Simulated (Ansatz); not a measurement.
C2H4, singlet: energies of several shapes or isomers

Program: Ansatz, Gaussian basis, development build. Basis aug-cc-pVDZ, nonrelativistic, no frozen core; active space CAS(4,4). Restricted Hartree–Fock, then the lowest state-specific CASSCF solution met for each case. Single-reference values can break down or jump between states where bonds are stretched. Unlike active orbitals can shift such differences by tenths of an eV, at times by over 1 eV.

Case A:

```xyz
6

C     0.0000    0.0000    0.6675
C     0.0000    0.0000   -0.6675
H     0.0000    0.9228    1.2377
H     0.0000   -0.9228    1.2377
H     0.0000    0.9228   -1.2377
H     0.0000   -0.9228   -1.2377
```

Case B. A bond is stretched, to 1.62 times the sum of the covalent radii.

```csv
atom,x (Å),y (Å),z (Å)
C,0.0000,-0.1297,-0.6339
C,0.0000,0.0675,0.6864
H,0.0000,1.1959,-1.7544
H,0.0000,-1.1266,-1.0615
H,0.0000,1.0645,1.1140
H,0.0000,-0.7609,1.3867
```

Energy less that of case A, in eV:

```json
{"case": "B", "RHF/ROHF": "+3.000", "CASSCF": "+2.508"}
```

Give the SC-NEVPT2 energies against case A.

B: +2.280 eV (52.6 kcal/mol).
